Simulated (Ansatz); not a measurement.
# CH₃AlCl− (SMILES [CH2-][AlH][Cl]): functionals against CCSD(T) at one geometry

A test off equilibrium: a structure displaced at random from a GFN2-xTB minimum is computed at several levels, and each is set against CCSD(T).

The runs use Ansatz 0.2.0, Gaussian basis; single points in def2-TZVPPD.

Cores are frozen in the correlated methods.

## (1) Where the work starts

SMILES `[CH2-][AlH][Cl]`, 6 atoms, charge -1, spin multiplicity 1.

Atoms are counted from 1 here; the program's logs count them from 0.

Bond lengths: C1–Al2 1.921 Å, C1–H4 1.102 Å, C1–H5 1.108 Å, Al2–Cl3 2.116 Å, Al2–H6 1.640 Å. Angles: Al2–C1–H4 104.3°, Al2–C1–H5 107.1°, H4–C1–H5 103.3°, C1–Al2–Cl3 122.9°, C1–Al2–H6 140.0°, Cl3–Al2–H6 97.0°.

As a file:

| atom | x (Å) | y (Å) | z (Å) |
| --- | --- | --- | --- |
| C1 | -0.6646 | -0.1175 | -1.0836 |
| Al2 | 0.5000 | 0.1717 | 0.4164 |
| Cl3 | 2.1109 | -1.1177 | 0.8849 |
| H4 | -1.3631 | -0.8968 | -0.7396 |
| H5 | -1.3078 | 0.7803 | -1.1745 |
| H6 | 0.6846 | 1.1939 | 1.6860 |

## (2) CCSD(T)/def2-TZVPPD

run/in.yaml reads:

```yaml
crystal:
  periodic: [false, false, false]
  atoms:
    - {symbol: C, position_ang: [-0.664600, -0.117500, -1.083600]}
    - {symbol: Al, position_ang: [0.500000, 0.171700, 0.416400]}
    - {symbol: Cl, position_ang: [2.110900, -1.117700, 0.884900]}
    - {symbol: H, position_ang: [-1.363100, -0.896800, -0.739600]}
    - {symbol: H, position_ang: [-1.307800, 0.780300, -1.174500]}
    - {symbol: H, position_ang: [0.684600, 1.193900, 1.686000]}
basis:
  gaussian: {orbitals: "def2-TZVPPD.json"}
total_charge: -1
correlation: {method: ccsd_t}
output: {forces: true}
```

The basis file named in the input lies beside it (Basis Set Exchange, JSON).

No record of the launch command was kept for these runs.

## (3) PBE0-D4/def2-TZVPPD

run/in.yaml, as its differences from that of step 2:

```diff
@@ -12,3 +12,3 @@
 total_charge: -1
-correlation: {method: ccsd_t}
-output: {forces: true}
+hamiltonian: {xc: pbe0, dispersion: d4}
+output: {forces: true, orbitals: {seedname: orbitals}}
```

## (4) wB97M-V/def2-TZVPPD

run/in.yaml, as its differences from that of step 3:

```diff
@@ -12,3 +12,3 @@
 total_charge: -1
-hamiltonian: {xc: pbe0, dispersion: d4}
-output: {forces: true, orbitals: {seedname: orbitals}}
+hamiltonian: {xc: {name: wB97M-V}}
+output: {forces: true}
```

## (5) r2SCAN-D4/def2-TZVPPD

run/in.yaml, as its differences from that of step 4:

```diff
@@ -12,3 +12,3 @@
 total_charge: -1
-hamiltonian: {xc: {name: wB97M-V}}
+hamiltonian: {xc: r2scan, dispersion: d4}
 output: {forces: true}
```

## (6) PBE-D4/def2-TZVPPD

run/in.yaml, as its differences from that of step 5:

```diff
@@ -12,3 +12,3 @@
 total_charge: -1
-hamiltonian: {xc: r2scan, dispersion: d4}
+hamiltonian: {xc: pbe, dispersion: d4}
 output: {forces: true}
```

## (7) wB97X-V/def2-TZVPPD

run/in.yaml, as its differences from that of step 6:

```diff
@@ -12,3 +12,3 @@
 total_charge: -1
-hamiltonian: {xc: pbe, dispersion: d4}
+hamiltonian: {xc: {name: wB97X-V}}
 output: {forces: true}
```

## (8) r2SCAN0-D4/def2-TZVPPD

run/in.yaml, as its differences from that of step 7:

```diff
@@ -12,3 +12,3 @@
 total_charge: -1
-hamiltonian: {xc: {name: wB97X-V}}
+hamiltonian: {xc: {name: r2SCAN0}, dispersion: d4}
 output: {forces: true}
```

(Steps that only read results are left out.)

Q: Predict the outcome of this session. Wanted: RMS force component; RMS force error; HOMO and LUMO, PBE0-D4; T1 diagnostic.

**Answer**, as computed:

```
              quantity                                                                                              value
   RMS force component                                                               0.559 to 0.597 eV/Å over the methods
       RMS force error  PBE0-D4 0.085, wB97M-V 0.104, r2SCAN-D4 0.070, PBE-D4 0.105, wB97X-V 0.111, r2SCAN0-D4 0.121 eV/Å
HOMO and LUMO, PBE0-D4                                                                                  -0.12 and 3.46 eV
         T1 diagnostic                                                                                              0.015
```

What this shows: The forces of r2SCAN-D4 come nearest to CCSD(T), those of r2SCAN0-D4 are farthest. Frozen-core CCSD(T) forces in triple zeta carry basis errors of their own, and this is one geometry, so small gaps rank nothing.
